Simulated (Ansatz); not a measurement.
`CCOC(F)F`. Total charge 0; spin multiplicity 1.

```xyz
12

C     1.6209    0.0124    0.7856
C     0.5077    0.2363   -0.2015
O    -0.6963   -0.2735    0.3666
C    -1.7533   -0.2562   -0.4695
F    -2.7479   -0.9291    0.1198
F    -2.1941    1.0143   -0.6801
H     1.4116    0.5296    1.7233
H     2.5592    0.3969    0.3811
H     1.7436   -1.0511    0.9973
H     0.7089   -0.2853   -1.1469
H     0.3833    1.3013   -0.4214
H    -1.5436   -0.6955   -1.4543
```

(1) List the harmonic frequencies (cm⁻¹, unscaled) at PBE0-D4/def2-TZVP in Ansatz. (Estimate.)

(2) Is this a minimum?

(3) Give the ideal-gas thermochemistry at 298.15 K and 1 bar (rigid rotor, harmonic oscillator; point group C1, symmetry number 1).

(4) And at 400, 500, 600, 800 and 1000 K?

## Answers

(1) Ansatz gave: 64, 103, 203, 257, 370, 493, 558, 678, 821, 935, 1075, 1091, 1144, 1179, 1192, 1233, 1308, 1376, 1388, 1406, 1447, 1476, 1494, 1520, 3017, 3048, 3064, 3076, 3144, 3147.

(2) Yes, all 30 modes are real.

(3) Zero-point energy 247.1 kJ/mol; H(298) − E = 266.8 kJ/mol; entropy 340.4 J/(mol·K), of which translation 165.8, rotation 112.3, vibration 62.3; G(298) − E = 165.3 kJ/mol. Modes under 100 cm⁻¹ are hindered rotations or soft bends, so the harmonic entropy is rough.

(4) 
```tsv
T (K)	H − E (kJ/mol)	S (J/mol/K)	G − E (kJ/mol)
400	278.1	372.8	129.0
500	291.5	402.5	90.2
600	306.9	430.6	48.5
800	342.5	481.6	-42.8
1000	382.9	526.6	-143.7
```
